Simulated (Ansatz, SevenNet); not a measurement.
For 1T (CdI2-type) SnSe2, the machine-learned potential SevenNet-l3i5 (trained on PBE and PBE+U data) gives:

lattice parameter a: 3.875 Å
c axis length: 6.883 Å
elastic constant C11: 61.7 GPa
elastic constant C44: 1.39 GPa
polycrystal shear modulus: 6.89 GPa

What does r²SCAN in Ansatz (PAW) give for the same quantities?


- lattice constant a: 3.841 Å (falls by 0.9 %)
- lattice parameter c: 6.528 Å (drops by 5.2 %)
- elastic constant C11: 104 GPa (grows by 69 %)
- elastic constant C44: 4.88 GPa (grows by 250 %)
- Voigt–Reuss–Hill shear modulus: 15.2 GPa (goes up by 120 %)

For comparison: lattice parameter c 6.14 Å (measured, temperature not stated, no zero-point or thermal correction; as tabulated in Gonzalez and Oleynik (2016), arXiv:1609.04381).

Changes are worked out from the printed values.

Unless a cell is named, each level is at its own relaxed cell (SevenNet-l3i5 29.83, r²SCAN 27.80 Å³/atom).

Caveats: for a layered or molecular solid the relaxed cell lies over 5 % above the published volume, where the minimum can be shallow (r²SCAN); the cell comes from a level without a dispersion term, which matters for the spacing of layers, chains or molecules (r²SCAN). Ansatz's density-functional and Hartree–Fock values are scalar-relativistic unless marked +SOC, with PAW data made under PBE.

Ansatz is a first-principles code.
